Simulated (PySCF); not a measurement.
# XPS shifts beside NMR shieldings

Species: allyl fluoride, C3H5F.
Structure used (PBE0-D3(BJ)/def2-SVP), in Å, numbered top down from 1:
```xyz
9
C3H5F angstrom
C      1.1978    0.6689    0.2391
C      0.3494   -0.0740   -0.4683
C     -1.0039   -0.4840    0.0046
F     -1.2775   -0.0066    1.2562
H      0.9274    1.0264    1.2357
H      2.1804    0.9395   -0.1540
H      0.6209   -0.4363   -1.4673
H     -1.7801   -0.1155   -0.6927
H     -1.0817   -1.5877    0.0210
```

Binding energies: delta-SCF UKS SCAN, pcX-2 on the ionised atom, pcseg-1 elsewhere, spin-free X2C (PySCF). Shieldings: GIAO KT2/pcSseg-2, non-relativistic, same geometry.

| atom | isotropic shielding (ppm) |
| --- | --- |
| C1 | 70.7 |
| C2 | 44.3 |
| C3 | 95.4 |

Q: What are the C 1s binding energies of these atoms?

A: 
```json
{"atom": "C1", "environment": "terminal =CH2 carbon", "C 1s (eV)": "290.45", "isotropic shielding (ppm)": "70.7"}
{"atom": "C2", "environment": "alkene CH carbon", "C 1s (eV)": "290.92", "isotropic shielding (ppm)": "44.3"}
{"atom": "C3", "environment": "sp3 C–F carbon", "C 1s (eV)": "293.40", "isotropic shielding (ppm)": "95.4"}
```

Q: Among the listed atoms, is the one with the highest binding energy also the least shielded?

A: No. The highest binding energy is at C3 (293.40 eV, shielding 95.4 ppm), the lowest shielding at C2 (44.3 ppm, 290.92 eV).

By binding energy: C1 < C2 < C3. By shielding: C2 < C1 < C3.

One conformer (not necessarily the lowest) at the PBE0-D3(BJ)/def2-SVP geometry, without solvent, vibrations or thermal averaging.
